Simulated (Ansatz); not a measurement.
Frontier orbitals of H3PS, SMILES `PS`.

```xyz
5

P     0.3140    0.7245   -0.1390
S    -0.2240   -1.2836    0.2555
H    -0.6034    1.3398    0.7523
H    -0.5294    0.9228   -1.2631
H     1.0428   -1.7035    0.3942
```

Total charge 0; spin multiplicity 1. The structure was optimised at the PBE0-D4/def2-TZVP level. Basis def2-TZVPP, the Gaussian-basis code of Ansatz.

Task: Compute the vertical ionisation energy as the energy of the cation minus that of the neutral molecule, at each level. (An estimate is asked.)

Result: Ansatz gave: 
```csv
level,IE (eV),difference from CCSD(T)/CBS(def2)
PBE-D4/def2-TZVPP,9.67,-0.35
r2SCAN-D4/def2-TZVPP,9.76,-0.26
PBE0-D4/def2-TZVPP,9.82,-0.19
B3LYP-D4/def2-TZVPP,9.84,-0.18
ωB97X-V/def2-TZVPP,9.91,-0.11
ωB97M-V/def2-TZVPP,9.89,-0.13
B2PLYP/def2-TZVPP,9.81,-0.21
HF/def2-TZVPP,8.79,-1.23
MP2/def2-TZVPP,9.92,-0.10
CCSD/def2-TZVPP,9.77,-0.25
CCSD(T)/def2-TZVPP,9.83,-0.19
HF/def2-QZVPP,8.79,-1.23
MP2/def2-QZVPP,10.03,0.01
HF/CBS(def2),8.79,-1.23
MP2/CBS(def2),10.11,0.09
CCSD/CBS(def2),9.96,-0.06
CCSD(T)/CBS(def2),10.02,0.00
```

B3LYP here is the variant with VWN-RPA as its local correlation; programs differ in this.
